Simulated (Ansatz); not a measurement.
**CH (charge -1): comparison of methods with full CI**

The task here is to estimate one member of a computed series from the others.

Computed with Ansatz 0.2.0, driven from Python. The levels of theory stand in the script.

### The system

Bond lengths: H1–C2 1.130 Å.

No structure file is read: the coordinates are typed or built in the script.

Set-up of the first run:

run_fci.py reads:

```python
import ansatz as az


def main() -> None:
    geometry_ang = [
        ("H", (0.0, 0.0, 0.0)),
        ("C", (0.0, 0.0, 1.13)),
    ]
    geometry = az.Crystal.molecule()
    for symbol, xyz in geometry_ang:
        geometry = geometry.atom(symbol, xyz)

    model = (
        geometry.calculation()
        .basis(gaussian="6-31G")
        .charge(-1)
        .spin("collinear", total=2)
        .accuracy("medium")
    )
    exact = model.correlation("fci").run(threads=1, pin="off").report
    print(f"full CI {exact['free_energy_ev'] / 27.211386246:.7f} Ha over {exact['configurations']['states'][0]['n_determinants']} determinants")
    print("natural occupations", [round(n, 4) for n in exact["configurations"]["natural_occupations"]])
    print(f"hf       misses {1000 * (exact['reference_energy_ev'] - exact['free_energy_ev']) / 27.211386246:9.3f} mHa")
    for method in ["mp2", "ccsd", "ccsd_t", "ccsdt"]:
        e = model.correlation(method).run(threads=1, pin="off").report["free_energy_ev"]
        print(f"{method:8s} misses {1000 * (e - exact['free_energy_ev']) / 27.211386246:9.3f} mHa")


if __name__ == "__main__":
    main()
```

Launch:

```
> python run_fci.py
```

Steps of the session up to this table: Launch.

One table of the session follows, with a row left open; its other results are not shown here.

Correlation energies (total less mean field):

| method | correlation (eV) |
| --- | --- |
| mp2 | ? |
| ccsd | -1.679 |
| ccsd_t | -1.696 |
| ccsdt | -1.701 |

Q: Estimate the row for mp2 from the others.

As computed: correlation (eV): -1.335. In the column «correlation (eV)» it is the highest.

Limits of these values: Reading the output:
- Full CI is exact only within this small basis and its frozen core, at an unrelaxed geometry.
- The run takes the species as open-shell (spin multiplicity 3), which needn't be its ground state.
- Anions want diffuse functions, which this basis lacks.
